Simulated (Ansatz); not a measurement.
System (SMILES): FOF.
Atoms: F1, O2, F3. Bonds: F1-O2, O2-F3.

Basis-set convergence of the optimised F1-O2 bond length at PBE0 with Ansatz (an electronic-structure program). Cartesian d functions, on some or all atoms, in 6-31G**, 6-31+G*; all else is spherical. The program fits the integrals of some runs and decomposes those of others, by size. No added dispersion term, no relativity. Reference: the value in def2-QZVPPD, 1.3796 Å, itself unsure by roughly 0.0004 Å (its mean distance from pcseg-3, def2-QZVPP, cc-pVQZ).

| basis | functions | optimised F1-O2 bond length (Å) |
|---|---|---|
| 3-21G | 27 | 1.4617 |
| 6-31G | 27 | 1.4607 |
| pcseg-0 | 27 | ___ |
| cc-pVDZ | 42 | 1.3913 |
| 6-31G** | 45 | ___ |
| 6-311G** | 54 | 1.3851 |
| 6-31+G* | 57 | ___ |
| 6-311+G** | 66 | 1.3847 |
| aug-pcseg-1 | 69 | ___ |
| def2-SVPD | 69 | 1.3786 |
| 6-311++G(2d,2p) | 81 | 1.3827 |
| cc-pVTZ | 90 | 1.3821 |
| def2-TZVPP | 93 | 1.3807 |
| cc-pCVTZ | 129 | 1.3812 |
| aug-cc-pVTZ | 138 | 1.3816 |
| cc-pVQZ | 165 | 1.3802 |
| pcseg-3 | 180 | 1.3795 |
| def2-QZVPPD | 198 | 1.3796 |

### Question
What belongs in the gaps?

### Answer

- pcseg-0, optimised F1-O2 bond length (Å): 1.4895
- 6-31G**, optimised F1-O2 bond length (Å): 1.3893
- 6-31+G*, optimised F1-O2 bond length (Å): 1.3918
- aug-pcseg-1, optimised F1-O2 bond length (Å): 1.3874
